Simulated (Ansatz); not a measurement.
C₅H₄O, SMILES C#CC(=O)C=C, harmonic frequencies at the relaxed geometry

Computed with Ansatz 0.2.0, Python API.

`c5h4o.py`:
```python
import itertools

import ansatz as az
from ase import Atoms
from ase.data import atomic_numbers, covalent_radii
from ase.thermochemistry import IdealGasThermo
import numpy as np

mol = (
    az.Crystal.molecule()
    .atom('C', (2.7701, -0.2689, 0.4256))
    .atom('C', (1.6693, -0.0535, -0.0054))
    .atom('C', (0.344, 0.2079, -0.5289))
    .atom('O', (0.2326, 0.6782, -1.6541))
    .atom('C', (-0.8329, -0.1073, 0.3257))
    .atom('C', (-2.0822, 0.1122, -0.103))
    .atom('H', (3.7514, -0.4554, 0.7962))
    .atom('H', (-0.6354, -0.5209, 1.3072))
    .atom('H', (-2.2807, 0.5274, -1.0882))
    .atom('H', (-2.936, -0.1197, 0.5248))
)

job = mol.calculation().basis(gaussian='def2-SVP').functional('pbe', dispersion='d3bj')
symbols = [site.symbol for site in mol.cartesian_sites]
start = np.array([site.position_ang for site in mol.cartesian_sites], dtype=float)
r = job.relax(force_tolerance=0.003).run(threads=1, pin='off').report
end = np.array(r['positions_ang'])

radius = [covalent_radii[atomic_numbers[s]] for s in symbols]
span = lambda where, i, j: np.linalg.norm(where[i] - where[j])
bonded = [(i, j) for i, j in itertools.combinations(range(len(symbols)), 2) if min(span(start, i, j), span(end, i, j)) < 1.2 * (radius[i] + radius[j])]
print('pair        before    after (A)')
for i, j in bonded:
    print(f'{symbols[i]}{i}-{symbols[j]}{j}'.ljust(10), f'{span(start, i, j):8.4f} {span(end, i, j):8.4f}')

minimum = az.Crystal.molecule()
for symbol, place in zip(symbols, end):
    minimum = minimum.atom(symbol, place.tolist())
vibrating = (
    minimum.calculation()
    .basis(gaussian='def2-SVP')
    .functional('pbe', dispersion='d3bj')
    .phonons(temperatures=(298.15, 498.15, 100))
)
vib = vibrating.run(threads=1, pin='off').report['vibrations']
sums = vib['harmonic_sums']
modes = [m['omega_inv_cm'] for m in sums['modes_at_gamma'] if m['rigid_motion'] == 'no']
for number, w in enumerate(modes, start=1):
    print(f'mode {number:2d} {w:9.1f} 1/cm {w / 8065.544 * 1000:8.2f} meV')
print('imaginary modes:', sum(w < 0 for w in modes), ' zero-point energy:', round(sums['zero_point_energy_ev'], 4), 'eV')
gas = IdealGasThermo(vib_energies=[w / 8065.544 for w in modes if w > 0], geometry='linear' if len(modes) == 3 * len(symbols) - 5 else 'nonlinear',
                     atoms=Atoms(symbols, positions=end), symmetrynumber=1, spin=0.0)
print(f'H(298 K) - E = {gas.get_enthalpy(298.15, verbose=False):.4f} eV')
print(f'S(298 K, 1 bar) = {96485.33 * gas.get_entropy(298.15, 1e5, verbose=False):.1f} J/(mol K) with symmetry number 1')
```

Running `python c5h4o.py` prints:
```text
pair        before    after (A)
C0-C1        1.2016   1.2254
C0-H6        1.0654   1.0821
C1-C2        1.4487   1.4611
C2-O3        1.2246   1.2292
C2-C4        1.4882   1.4952
C4-C5        1.3389   1.3475
C4-H7        1.0832   1.1023
C5-H8        1.0874   1.1025
C5-H9        1.0848   1.1002
mode  1      99.2 1/cm    12.30 meV
mode  2     144.8 1/cm    17.95 meV
mode  3     253.5 1/cm    31.43 meV
mode  4     289.2 1/cm    35.85 meV
mode  5     497.2 1/cm    61.65 meV
mode  6     504.1 1/cm    62.51 meV
mode  7     580.9 1/cm    72.03 meV
mode  8     645.9 1/cm    80.08 meV
mode  9     703.1 1/cm    87.18 meV
mode 10     766.3 1/cm    95.01 meV
mode 11     795.1 1/cm    98.58 meV
mode 12     959.0 1/cm   118.90 meV
mode 13     988.6 1/cm   122.57 meV
mode 14    1031.8 1/cm   127.92 meV
mode 15    1109.4 1/cm   137.55 meV
mode 16    1262.1 1/cm   156.49 meV
mode 17    1356.3 1/cm   168.16 meV
mode 18    1628.9 1/cm   201.95 meV
mode 19    1698.9 1/cm   210.64 meV
mode 20    2133.2 1/cm   264.48 meV
mode 21    3079.1 1/cm   381.76 meV
mode 22    3112.9 1/cm   385.95 meV
mode 23    3190.4 1/cm   395.56 meV
mode 24    3398.6 1/cm   421.37 meV
imaginary modes: 0  zero-point energy: 1.8739 eV
H(298 K) - E = 2.0720 eV
S(298 K, 1 bar) = 327.6 J/(mol K) with symmetry number 1
```

Notes:
- The frequencies are harmonic and unscaled, in a modest basis. The result belongs to the one conformer reached from this start, and soft torsions count as harmonic oscillators.
- The entropy takes a symmetry number of 1; a symmetric molecule's is lower by R ln(sigma).
- Timing: 2.1 min on 1 thread of Intel(R) Xeon(R) Platinum 8488C (Sapphire Rapids) (shared host), peak memory 0.26 GiB.

(Lines on the test bed's own set-up are left out of the output.)
